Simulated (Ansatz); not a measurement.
# CH₃AlF− (SMILES F[CH-][AlH2]): one structure at several levels

A test off equilibrium: a structure displaced at random from a GFN2-xTB minimum is computed at several levels, and each is set against CCSD(T).

Computed with Ansatz 0.2.0, Gaussian basis. Level: single points in def2-TZVPPD.

Cores are frozen in the correlated methods.

### Step 1. Starting geometry

SMILES `F[CH-][AlH2]`, 6 atoms, charge -1, spin multiplicity 1.

Atoms are counted from 1 here; the program's logs count them from 0.

Bond lengths: F1–C2 1.483 Å, C2–Al3 1.921 Å, C2–H4 1.109 Å, Al3–H5 1.579 Å, Al3–H6 1.576 Å. Angles: F1–C2–Al3 114.5°, F1–C2–H4 102.3°, Al3–C2–H4 109.1°, C2–Al3–H5 142.4°, C2–Al3–H6 120.1°, H5–Al3–H6 97.4°.

Coordinates:

```xyz
6

F    -1.2444   -1.7204   -0.3869
C    -0.2666   -1.0186    0.4795
Al    0.1594    0.7679   -0.0831
H     0.6365   -1.6547    0.3814
H     0.3696    1.6574   -1.3706
H     0.3022    1.9189    0.9845
```

### Step 2. CCSD(T)/def2-TZVPPD

Input file run/in.yaml:

```yaml
crystal:
  periodic: [false, false, false]
  atoms:
    - {symbol: F, position_ang: [-1.244400, -1.720400, -0.386900]}
    - {symbol: C, position_ang: [-0.266600, -1.018600, 0.479500]}
    - {symbol: Al, position_ang: [0.159400, 0.767900, -0.083100]}
    - {symbol: H, position_ang: [0.636500, -1.654700, 0.381400]}
    - {symbol: H, position_ang: [0.369600, 1.657400, -1.370600]}
    - {symbol: H, position_ang: [0.302200, 1.918900, 0.984500]}
basis:
  gaussian: {orbitals: "def2-TZVPPD.json"}
total_charge: -1
correlation: {method: ccsd_t}
output: {forces: true}
```

The basis file named in the input lies beside it (Basis Set Exchange, JSON).

The command line of these runs was not kept.

### Step 3. PBE0-D4/def2-TZVPPD

Changes to run/in.yaml since step 2:

```diff
@@ -12,3 +12,3 @@
 total_charge: -1
-correlation: {method: ccsd_t}
-output: {forces: true}
+hamiltonian: {xc: pbe0, dispersion: d4}
+output: {forces: true, orbitals: {seedname: orbitals}}
```

### Step 4. wB97M-V/def2-TZVPPD

Changes to run/in.yaml since step 3:

```diff
@@ -12,3 +12,3 @@
 total_charge: -1
-hamiltonian: {xc: pbe0, dispersion: d4}
-output: {forces: true, orbitals: {seedname: orbitals}}
+hamiltonian: {xc: {name: wB97M-V}}
+output: {forces: true}
```

### Step 5. r2SCAN-D4/def2-TZVPPD

Changes to run/in.yaml since step 4:

```diff
@@ -12,3 +12,3 @@
 total_charge: -1
-hamiltonian: {xc: {name: wB97M-V}}
+hamiltonian: {xc: r2scan, dispersion: d4}
 output: {forces: true}
```

### Step 6. PBE-D4/def2-TZVPPD

Changes to run/in.yaml since step 5:

```diff
@@ -12,3 +12,3 @@
 total_charge: -1
-hamiltonian: {xc: r2scan, dispersion: d4}
+hamiltonian: {xc: pbe, dispersion: d4}
 output: {forces: true}
```

### Step 7. CAM-B3LYP-D4/def2-TZVPPD

Changes to run/in.yaml since step 6:

```diff
@@ -12,3 +12,3 @@
 total_charge: -1
-hamiltonian: {xc: pbe, dispersion: d4}
+hamiltonian: {xc: {name: CAM-B3LYP}, dispersion: d4}
 output: {forces: true}
```

### Step 8. B97M-V/def2-TZVPPD

Changes to run/in.yaml since step 7:

```diff
@@ -12,3 +12,3 @@
 total_charge: -1
-hamiltonian: {xc: {name: CAM-B3LYP}, dispersion: d4}
+hamiltonian: {xc: {name: B97M-V}}
 output: {forces: true}
```

(Steps that only read results are left out.)

Q: Predict the outcome of this session. Wanted: RMS force component; RMS force error; HOMO and LUMO, PBE0-D4; T1 diagnostic.

The runs gave:

| quantity | value |
| --- | --- |
| RMS force component | 0.383 to 0.451 eV/Å over the methods |
| RMS force error | PBE0-D4 0.135, wB97M-V 0.139, r2SCAN-D4 0.075, PBE-D4 0.119, CAM-B3LYP-D4 0.151, B97M-V 0.095 eV/Å |
| HOMO and LUMO, PBE0-D4 | 0.42 and 3.23 eV |
| T1 diagnostic | 0.026 |

**Reading.** On forces the order runs from r2SCAN-D4 to CAM-B3LYP-D4. Frozen-core CCSD(T) forces in triple zeta carry basis errors of their own, and this is one geometry, so small gaps rank nothing. The T1 diagnostic is large here, over the usual mark for main-group molecules (transition-metal compounds often pass it harmlessly), so CCSD(T) itself may be off.
